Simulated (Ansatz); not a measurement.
Input and output for the cluster BP2⁻.

```yaml
crystal:
  periodic: [false, false, false]
  atoms:
    - {symbol: B, position_ang: [0.000137, -0.003773, -0.003431]}
    - {symbol: P, position_ang: [-0.587383, -1.118663, 1.206958]}
    - {symbol: P, position_ang: [0.587236, 1.122425, -1.203527]}
basis:
  gaussian: {orbitals: def2-TZVPD}
total_charge: -1
magnetization: {spin_polarized: true, initial_magnetization: 2}
hamiltonian: {xc: {name: r2SCAN50}, dispersion: d4}
```

```sh
$ ansatz run in.yaml --threads 4 --pin off --events-out ev --progress --plain --max-ram 3916MiB
```

It prints (some lines left out):

```
Functional definition: r2SCAN50
857 factors; their error is unknown
mean field evaluation 1: about -19250.9661 eV, gradient 6.7e0 eV
mean field evaluation 2: about -19251.3491 eV, gradient 4.5e0 eV
mean field evaluation 4: about -19251.6117 eV, gradient 7.7e-1 eV
mean field evaluation 8: about -19251.7792 eV, gradient 3.7e-2 eV
mean field evaluation 16: about -19251.7792 eV, gradient 6.8e-5 eV
mean field evaluation 32: about -19250.8982 eV, gradient 5.1e0 eV
mean field -19251.77918464 eV, -707.4898357110 hartree, gradient 3.0e-5 eV, S^2 2.208581; 4 other end points of the search recorded, 0 dependent functions left out
reference -19251.77919225 eV, -707.4898359906 hartree; 19, 17 occupied and 104, 106 virtual orbitals, 857 factors
Total energy: -19251.81178955 eV, -707.4910339192 hartree
```

Run time 4.8 s (4 threads of Arm Neoverse V1 on a shared host).

The charge -1 triplet is spin-contaminated (final ⟨S²⟩ up to 2.21, 2.00 for a pure state).
